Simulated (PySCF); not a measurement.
System (SMILES): C=C=O.
Geometry (B3LYP-D3(BJ)/def2-TZVP, fixed):
```xyz
5

C      0.0091     0.0017    -1.2056
C     -0.0008    -0.0001     0.1027
H      0.0282     0.9401    -1.7377
H     -0.0018    -0.9351    -1.7406
O     -0.0096    -0.0018     1.2620
```
Charge 0, spin multiplicity 1.

Basis-set convergence of the isotropic shielding of O5 at PBE with PySCF. GIAO, no density fitting; atoms are numbered in the order shown. All functions are spherical. No added dispersion term, no relativity. Reference: the value in pcseg-3, -20.32 ppm, itself unsure by roughly 1.18 ppm (its distance from pcSseg-2). Deviations are taken from unrounded values. Cost is core time over that of pcseg-1, rough, on shared machines of one kind; a dash marks a row that isn't timed (too short, read off another run, short of memory, by another algorithm or on other hardware).

```tsv
basis	functions	isotropic shielding of O5 (ppm)	minus reference (ppm)	cost
pcSseg-0	31	-52.41	-32.09	0.8×
pcseg-0	31	10.30	30.62	-
pcseg-1	52	2.77	23.09	1×
6-31+G*	58	19.09	39.41	-
pcSseg-1	61	-27.87	-7.55	1×
6-311+G**	78	-11.94	8.38	2×
6-311++G(2d,2p)	101	-10.16	10.16	2×
pcseg-2	118	-17.91	2.41	4×
pcSseg-2	136	-21.51	-1.18	5×
6-311++G(3df,3pd)	153	-8.21	12.11	6×
pcseg-3	246	-20.32	0.00	20×
```

The smallest set listed that lies within 5 ppm of the reference with all its larger relatives (same family, alike in diffuse functions; a set with none counts only in the reference's own line) is pcseg-2 (118 functions, 4× in cost, 2.41 ppm off). Inside, with no larger relative to test it: pcSseg-2.
